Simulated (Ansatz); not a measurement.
# fcc Rh

Method: PBEsol in Ansatz (PAW).

Run with plane-wave cutoff 500 eV, 20×20×1 k mesh (along the axes of the cell as run), Fermi–Dirac smearing 0.1 eV, scalar-relativistic PAW data made under PBE.

Cell: relaxed at this level.

| Property | Result |
|---|---|
| surface energy of the (100) face | 2.84 J/m² |
| work function of the (100) face | 5.21 eV |

The slab of 8 atoms is relaxed and unreconstructed.

The computed numbers hold no vibrational or temperature effects.

Computing time: very roughly 10 core-minutes.

Ansatz is a program for electronic structure.
